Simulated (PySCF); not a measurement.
Molecule: `[S@@](C)(=O)C=S`, C₂H₄OS₂.

Atom-mapped SMILES (the numbers label the heavy atoms): `[CH3:1][S@@:2](=[O:3])[CH:4]=[S:5]`. Hydrogens are named by the atom that carries them.

Geometry PBE0-D3(BJ)/def2-SVP throughout; GIAO in PySCF, gas phase, one conformer, non-relativistic; equivalent atoms averaged; basis pcSseg-2.

**Question.** How do the shifts δ (against TMS, CS2, H2O at the same level) depend on the functional? (ppm; last column core-seconds on shared hosts with different chips, so compare them loosely; the GGAs took longer than the global hybrids here, which isn't the general rule, and the cause wasn't traced)

**Answer.** 
```csv
functional,kind,C4,C1,S5,S2,O3,H(C4),H(C1),core-s
HF,Hartree–Fock,292.1,40.2,1067.7,387.9,34.7,12.19,2.65,26
LDA,LDA,308.4,50.8,1215.0,488.7,139.0,13.49,2.80,48
PBE,GGA,296.3,48.8,1127.6,463.1,130.1,13.37,2.75,59
BLYP,GGA,298.1,49.5,1148.2,481.3,132.2,13.25,2.74,60
BP86,GGA,295.5,48.8,1124.9,466.6,126.9,13.31,2.76,61
OPBE,GGA,282.3,46.1,1051.6,427.7,120.5,13.39,2.77,62
KT2,GGA,278.2,46.8,1001.8,439.2,121.8,12.97,2.71,61
KT3,GGA,274.1,45.9,991.4,429.3,119.3,12.96,2.70,61
B97-D,GGA,285.0,47.8,1081.3,462.0,121.6,13.12,2.76,61
B3LYP,global hybrid,299.3,47.9,1163.4,467.7,103.9,12.94,2.70,47
PBE0,global hybrid,297.3,46.6,1143.0,446.6,94.6,12.99,2.70,24
mPW1PW91,global hybrid,297.6,46.6,1145.4,447.9,93.8,12.96,2.70,46
WP04,global hybrid,296.5,47.7,1136.4,456.4,104.4,12.53,2.69,27
B97-2,global hybrid,289.7,46.1,1103.7,443.9,94.4,12.90,2.71,26
BHandHLYP,global hybrid,298.4,45.2,1155.1,439.9,73.4,12.56,2.66,26
CAM-B3LYP,range-separated hybrid,304.4,47.3,1232.9,462.2,85.6,12.70,2.67,36
wB97X-D,range-separated hybrid,300.9,46.6,1191.8,447.8,79.7,12.76,2.67,36
LC-wPBE,range-separated hybrid,307.9,45.8,1287.2,435.9,64.5,12.63,2.64,43
```

**Question.** Which nucleus moves most, in ppm?

**Answer.** S5 (thione sulfur): from 991.4 ppm with KT3 to 1287.2 ppm with LC-wPBE. The smallest spread is 0.16 ppm, at H(C1). Proton shifts span only some 12 ppm, so a few tenths of a ppm matter as much there as several ppm in carbon.
